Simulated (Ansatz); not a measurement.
Gas-phase electronic energies from Ansatz, PBE0-D4/def2-TZVP geometries. CBS: MP2 limit from def2 TZ/QZ plus the TZ coupled-cluster correction, frozen cores. This one scheme is used for every species. DFT in def2-TZVPP.

Reaction (formal exchange of groups at a C–C bond): `N#C/C=C/F` + `C#C` → `C#CC#N` + `C=CF`

Question: Is it downhill or uphill in electronic energy at CCSD(T)/CBS, and by how much? (An estimate is asked.)

Answer: Computed: Nearly level: ΔE = +1.5 kJ/mol.

Question: What do these levels give: LDA (SPW92), r2SCANh-D4, PBE, r2SCAN, MP2/def2-TZVPP, CCSD(T)/def2-TZVPP? (Estimate.)

Answer: Computed: LDA (SPW92) -8.1, r2SCANh-D4 -4.5, PBE -9.9, r2SCAN -7.0, MP2/def2-TZVPP -3.2, CCSD(T)/def2-TZVPP 1.4 kJ/mol.

Largest T1 diagnostic among the species: 0.015.

From PBE to PBE0 (25 % exact exchange), in def2-TZVPP and without D4, ΔE moves by +6.4 kJ/mol. In def2-TZVPP, CCSD(T) changes the Hartree–Fock value by −9.0 kJ/mol (the triples alone add −2.3 kJ/mol) and MP2 by −13.6 kJ/mol. Leaving LDA and LC-ωPBE aside and taking each functional with its dispersion term where it has one, the values, not all of them listed here, spread over 15.5 kJ/mol, from BLYP-D4 to ωB97X-V.
